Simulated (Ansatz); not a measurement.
# SiH3+ (singlet): PBE0, B3LYP over a scan of the distance Si1–H3, cc-pVDZ

How well do these functionals follow the top wave-function level for SiH3+ (singlet) over a scan of the distance Si1–H3?

Method: cc-pVDZ, all electrons in the functionals; program: Ansatz 0.2.0, Gaussian basis.

To be run: PBE0, B3LYP, at 1.161 Å; 1.321 Å; 1.472 Å; 1.631 Å; 1.839 Å; 2.050 Å; 2.395 Å; 2.754 Å; 3.185 Å; 4.012 Å; 4.924 Å.

26 further runs of the same task are left out: 6 for a known fault of the program, 1 for a mislabelled method, 15 that didn't finish, 4 set aside as unsound or not needed.

### Step 1. The geometry

The geometry derives from a PBE0/def2-TZVP stationary point (not a proven minimum). One bond is set to the value named and the two fragments are kept rigid.

4 atoms, charge 1, spin multiplicity 1.

Atoms are counted from 1 here; the program's logs count them from 0.

Bond lengths: Si1–H2 1.472 Å, Si1–H3 1.472 Å, Si1–H4 1.472 Å. Angles: H2–Si1–H3 120.0°, H2–Si1–H4 120.0°, H3–Si1–H4 120.0°.

No dispersion term is added. B3LYP takes the VWN-RPA correlation.

The geometry shown and the zero of energy belong to the point 1.472 Å. The yardstick, FCI, and other wave-function levels (R restricted, U unrestricted, valence and pair active spaces) come from earlier runs.

### Step 2. PBE0, 1.161 Å

in.yaml

```yaml
crystal:
  periodic: [false, false, false]
  atoms:
    - {symbol: Si, position_ang: [-0.005122, 0.008678, -0.000020]}
    - {symbol: H, position_ang: [1.466820, 0.022904, -0.000116]}
    - {symbol: H, position_ang: [-0.595313, 1.008473, -0.002311]}
    - {symbol: H, position_ang: [-0.728774, -1.273172, 0.002981]}
basis:
  gaussian: {orbitals: cc-pVDZ}
total_charge: 1
hamiltonian: {xc: {name: PBE0}}
output: {forces: true, orbitals: {seedname: orbitals}}
```

Started as:

```sh
> ansatz run in.yaml --threads 1 --pin off --events-out ev --progress --plain --max-ram 2393MiB
```

Further steps of the session: PBE0, 1.321 Å; PBE0, 1.472 Å; PBE0, 1.631 Å; PBE0, 1.839 Å; PBE0, 2.050 Å; PBE0, 2.395 Å; PBE0, 2.754 Å; PBE0, 3.185 Å; PBE0, 4.012 Å; PBE0, 4.924 Å; B3LYP, 1.161 Å; B3LYP, 1.321 Å; B3LYP, 1.472 Å; B3LYP, 1.631 Å; B3LYP, 1.839 Å; B3LYP, 2.050 Å; B3LYP, 2.395 Å; B3LYP, 2.754 Å; B3LYP, 3.185 Å; B3LYP, 4.012 Å; B3LYP, 4.924 Å.

**Question.** What will the summary of the whole plan be? Wanted: span of the FCI curve; largest miss, PBE0; largest miss, B3LYP.

The runs gave:

```
             quantity                value
span of the FCI curve             3.966 eV
   largest miss, PBE0  +0.147 eV (2.395 Å)
  largest miss, B3LYP  +0.098 eV (2.754 Å)
```

**Reading.** Of the functionals, B3LYP keep the smallest largest miss at the points compared (at most 0.098 eV) and PBE0 strays most (0.147 eV, at 2.395 Å). PBE0, B3LYP clearly break the spin symmetry at some points (⟨S²⟩ up to 0.99 above the pure value), so energy there is bought with a mixed spin. Functionals and the yardstick converge differently with the basis, so part of each miss in cc-pVDZ is the basis.
